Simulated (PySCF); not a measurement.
# Broadened absorption spectrum of tricarbon monosulfide

Tricarbon monosulfide, C3S (singlet state).
Geometry (PBE0-D3(BJ)/def2-SVP, Å), atoms numbered from 1 in this order:
```xyz
4
C3S angstrom
C     -1.8331   -0.0128    1.0878
C     -0.6485   -0.0090    0.5906
C      0.5491   -0.0045    0.0875
S      1.9705    0.0010   -0.5093
```

Computed with TDDFT B3LYP/def2-SVPD, vertical, gas phase, core orbitals frozen in the response in PySCF.

Computed states:

| state | E (eV) | f |
| --- | --- | --- |
| S1 | 3.18 | 0.0000 |
| S2 | 3.39 | 0.0000 |
| S3 | 3.39 | 0.0000 |
| S4 | 3.63 | 0.010 |
| S5 | 3.63 | 0.010 |
| S6 | 6.09 | 0.0000 |
| S7 | 6.32 | 0.0000 |
| S8 | 6.32 | 0.0000 |
| S9 | 6.61 | 1.625 |

Broadening: Gaussians 0.3 eV wide at half height, area fixed by f = 4.319×10⁻⁹ ∫ε dν̃. The width is an assumption, not a result. The curve ends short of the highest state used, and states not computed would add to its high-energy end.

**Question.** What does the envelope look like, and where are its maxima?

**Answer.** 
```
E (eV)  ε (L mol⁻¹ cm⁻¹)
  2.73                 0
  2.80                 0
  2.88                 0
  2.95                 0
  3.03                 0
  3.11                 0
  3.18                 4
  3.26                29
  3.34               146
  3.41               432
  3.49              1028
  3.57              1651
  3.64              1809
  3.72              1387
  3.79               795
  3.87               291
  3.95                72
  4.02                15
  4.10                 2
  4.18                 0
  4.25                 0
  4.33                 0
  4.40                 0
  4.48                 0
  4.56                 0
  4.63                 0
  4.71                 0
  4.79                 0
  4.86                 0
  4.94                 0
  5.01                 0
  5.09                 0
  5.17                 0
  5.24                 0
  5.32                 0
  5.40                 0
  5.47                 0
  5.55                 0
  5.63                 0
  5.70                 0
  5.78                 0
  5.85                 0
  5.93                 0
  6.01                 3
```

Maxima: 342 nm (3.63 eV), ε about 1800, made up of S4 (50%) and S5 (50%) (ε in L mol⁻¹ cm⁻¹; maxima over ε = 5, shares over 10%). At its high-energy end, 6.01 eV, the curve is still rising (ε about 2.5, from S9).

**Question.** On this curve, what absorbance would a 10⁻³ mol/L sample give at 308 nm over a 1 cm path?

**Answer.** 308 nm is 4.025 eV, where ε is about 13 L mol⁻¹ cm⁻¹, so A = ε c l ≈ 0.013 (Beer–Lambert, with the gas-phase spectrum and the assumed width).

**Question.** What would ε be at 3.63 eV, the highest of these maxima, with half the width (0.15 eV)?

**Answer.** About 3630 L mol⁻¹ cm⁻¹ against 1820, a factor of about 2.00; a lone state at its own centre would give exactly 2.

**Question.** Coming from long wavelengths, where does ε first pass 100 L mol⁻¹ cm⁻¹?

**Answer.** At about 373 nm (3.32 eV), 0.15 eV above S1.

The vertical ionisation energy (ΔSCF) is 10.46 eV, 3.86 eV above S9.
